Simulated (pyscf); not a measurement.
Elementary routes open to `[CH3][InH][CH3]` + `[SH2]` in the gas phase (singlet surface):
A. `[CH4]` + `[CH3][InH][SH]` (C–In, H–S broken; C–H, In–S formed)
B. `[CH3][In]([CH3])[SH]` + `[H][H]` (H–In, H–S broken; In–S, H–H formed)

Structures and frequencies: ωB97X-D3(BJ)/def2-SVP in PySCF.

Question: Rank the routes by free-energy barrier at 900 K, lowest first, for ωB97M-D3(BJ)/def2-TZVP energies (ideal gas, 1 atm, RRHO with modes under 100 cm⁻¹ raised to 100, one conformer, R ln 2 for chiral ones without a mode under 150 cm⁻¹).

Answer: B (1.79 eV), A (1.93 eV)

Route B is the fastest of these, ahead of the next by 0.14 eV. The most stable products are those of A (ΔG = -1.06 eV), whose barrier is 0.14 eV higher: the kinetic and the thermodynamic product differ. At 298 K B is still the fastest. A: On the reactant side the descent ends in an adduct with a In–S contact, 0.52 eV under the separated species and 0.86 eV under the saddle at ωB97X-D3(BJ)/def2-TZVP. B: On the reactant side the descent ends in an adduct with a In–S contact, 0.51 eV under the separated species and 0.70 eV under the saddle at ωB97X-D3(BJ)/def2-TZVP. Only these routes are compared; each barrier is that of the saddle found, and lower ones may exist. Elements past Kr carry the def2 core potentials, without spin-orbit coupling.
